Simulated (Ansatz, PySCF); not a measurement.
This PySCF input computes a CCSD(T)/cc-pVDZ energy:

```python
from pyscf import gto, scf, mp, cc as ccmod

mol = gto.M(
    atom='''
    C    -0.13468339   -1.70254242   -0.01346726
    C     0.62070568   -0.59582440   -0.00184907
    C     0.02614069    0.67530082    0.00522470
    H    -1.21651456   -1.66781317   -0.01784364
    H     0.33619508   -2.67690930   -0.01882473
    H     1.70529948   -0.60535527    0.00272993
    N    -0.43629138    1.72086322    0.01115740
    H    -0.84391818    2.64243120    0.01638639
    ''',
    basis='cc-pvdz',
    charge=1,
    spin=0,
    verbose=4,
)

mf = scf.RHF(mol)
mf.conv_tol = 1e-10
mf.max_cycle = 100
mf.kernel()
mp2 = mp.MP2(mf, frozen=4).run()
cc = ccmod.CCSD(mf, frozen=4)
cc.max_cycle = 100
cc.kernel()
et = cc.ccsd_t()
print(f'E(CCSD(T)) = {cc.e_tot + et:.9f}')
```

Question: Write an input for the same energy in Ansatz (a first-principles code) and say what it gives.

Answer: 
Ansatz 0.2 input:
```yaml
crystal:
  periodic: [false, false, false]
  atoms:
    - {symbol: C, position_ang: [-0.13468339, -1.70254242, -0.01346726]}
    - {symbol: C, position_ang: [0.62070568, -0.59582440, -0.00184907]}
    - {symbol: C, position_ang: [0.02614069, 0.67530082, 0.00522470]}
    - {symbol: H, position_ang: [-1.21651456, -1.66781317, -0.01784364]}
    - {symbol: H, position_ang: [0.33619508, -2.67690930, -0.01882473]}
    - {symbol: H, position_ang: [1.70529948, -0.60535527, 0.00272993]}
    - {symbol: N, position_ang: [-0.43629138, 1.72086322, 0.01115740]}
    - {symbol: H, position_ang: [-0.84391818, 2.64243120, 0.01638639]}
basis:
  gaussian:
    orbitals: cc-pVDZ
total_charge: 1
magnetization: {spin_polarized: false}
correlation: {method: ccsd_t, electrons: outside_noble_gas}
```
It gives -170.67947 Eh, and PySCF -170.67948 Eh, a difference of 0.01 mEh.

It need not be the lowest isomer of its formula.
